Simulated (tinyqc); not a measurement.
Inside a calculation. Method: Hueckel theory of the pi electrons with the omega technique, for the molecule C=C1C=C1 (SMILES; centres numbered as the heavy atoms are written). One step of it, computed by the program tinyqc.

Question. Orbitals, round 2. Diagonalise; E = alpha + x beta with beta < 0, so the largest x are filled first; degenerate levels share their electrons. P = sum n_i c_ri c_si; each orbital has its largest coefficient positive (the first on a tie).

matrix after round 1, lower triangle:
```
           1C        2C        3C        4C
1C  -0.683279
2C   1.000000  0.172441
3C   0.000000  1.000000  0.255419
4C   0.000000  1.000000  1.000000  0.255419
```

pi electrons, sum of z_r less the charge = 4

Give: x values; occupations; coefficients; charge and bond-order matrix P.

Answer.

x values: 2.3426  0.0098  -0.7446  -1.6078

occupations: 2.0000  2.0000  0.0000  0.0000

coefficients:
```
       MO1      MO2      MO3      MO4
1C  0.1975   0.6902   0.0000   0.6962
2C  0.5975   0.4783   0.0000  -0.6436
3C  0.5496  -0.3840   0.7071   0.2248
4C  0.5496  -0.3840  -0.7071   0.2248
```

charge and bond-order matrix P, lower triangle:
```
         1C      2C      3C      4C
1C   1.0306
2C   0.8962  1.1715
3C  -0.3130  0.2894  0.8989
4C  -0.3130  0.2894  0.8989  0.8989
```
